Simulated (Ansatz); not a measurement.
Input for Ansatz (development build ahead of 0.2.0):

```yaml
crystal:
  periodic: [false, false, false]
  atoms:
    - { symbol: S, position_ang: [-0.40234, -0.92069, 0.97161] }
    - { symbol: O, position_ang: [-0.01672, -3.42242, 2.45457] }
    - { symbol: O, position_ang: [1.79444, 1.01862, 0.83104] }
basis:
  gaussian: { orbitals: STO-3G }
hamiltonian:
  xc: hf
correlation:
  method: fci
  frozen_orbitals: { O: 1, S: 5 }
```

The input is written out in the form of the current development build from the run's settings.

Output:

```
Converged          : yes
Reference energy   : -540.36513 hartree
Correlation energy : -0.37474 hartree
Total energy       : -540.73987 hartree
State              : lowest singlet root, of any spatial symmetry
```
